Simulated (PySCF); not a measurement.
**Boron: a sound run and one with changed settings**

Sound run: B [He] 2s2 2p1, B⁺ [He] 2s2. Calculation: PySCF 2.14, in cc-pVTZ (4s3p2d1f, 30 functions); the non-relativistic Hamiltonian (point nucleus). In the sound run the correlated levels freeze 1s2. The sound run starts from symmetry-adapted Hartree-Fock orbitals and uses a fine grid where one is needed.

Changed run: all electrons correlated in a basis built for the valence shell.

```
species   method  sound run (hartree)  changed run (hartree)  converged
      B      MP2            -24.57615              -24.58339        yes
      B  CCSD(T)            -24.59810              -24.60538        yes
     B⁺      MP2            -24.27257              -24.27934        yes
     B⁺  CCSD(T)            -24.29645              -24.30301        yes
```

Ionisation energy of B:

```tsv
method	sound run (eV)	changed run (eV)
UHF	8.038	8.038
MP2	8.261	8.273
SCS-MP2	8.230	8.238
CCSD	8.172	8.194
CCSD(T)	8.208	8.228
```

A valence basis has no tight correlating functions, so it recovers only part of the core correlation, and not evenly between atom and ion.

For comparison, NIST gives 8.298 eV between the lowest levels.
